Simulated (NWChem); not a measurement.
System: Na cation

Results from NWChem.

Question: What does the run give for TPSS/def2-TZVP? Quantities: highest occupied level (eV); orbital gap (eV).

Answer: 
```json
{
 "highest occupied level (eV)": "-36.62",
 "orbital gap (eV)": "29.71"
}
```
